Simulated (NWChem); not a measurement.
**Basis-set dependence for FLi**

```
F
Li 1 1.5290
```
Charge 0, spin multiplicity 1.

The numbers come from NWChem runs, not from measurements. Structure: optimised with B3LYP/def2-SVP, a minimum by its harmonic frequencies.

Hartree-Fock energies in Ha, correlation energies in mHa.

The correlated methods keep 1 core orbital frozen. The structure started from a generated list of species. Coupled-cluster values serve here as a point of comparison, not as the truth.

```json
[
 {"basis": "STO-3G", "functions": "10", "RHF": "-105.36625", "MP2": "-58.7", "SCS-MP2": "-56.6", "CCSD": "-54.8", "CCSD+T(CCSD)": "-78.1", "CCSD(T)": "-71.5", "CR-CCSD[T]": "-76.7", "CR-CCSD(T)": "-70.5", "CCSDT": "-70.2"},
 {"basis": "cc-pVDZ", "functions": "28", "RHF": "-106.94430", "MP2": "-206.9", "SCS-MP2": "-198.8", "CCSD": "-207.2", "CCSD+T(CCSD)": "-210.8", "CCSD(T)": "-209.9", "CR-CCSD[T]": "-210.3", "CR-CCSD(T)": "-209.6", "CCSDT": "-210.0"},
 {"basis": "cc-pVTZ", "functions": "60", "RHF": "-106.97973", "MP2": "-291.0", "SCS-MP2": "-284.9", "CCSD": "-290.4", "CCSD+T(CCSD)": "-298.8", "CCSD(T)": "-298.1", "CR-CCSD[T]": "-297.7", "CR-CCSD(T)": "-297.1", "CCSDT": "not run"},
 {"basis": "cc-pVQZ", "functions": "110", "RHF": "-106.99050", "MP2": "-321.5", "SCS-MP2": "-317.8", "CCSD": "-319.6", "CCSD+T(CCSD)": "-329.7", "CCSD(T)": "-329.0", "CR-CCSD[T]": "-328.4", "CR-CCSD(T)": "-327.8", "CCSDT": "not run"}
]
```

From cc-pVTZ to cc-pVQZ the Hartree-Fock energy moves by -10.8 mHa and the MP2 correlation energy by -30.5 mHa, which is 9 % of its value in the larger set.
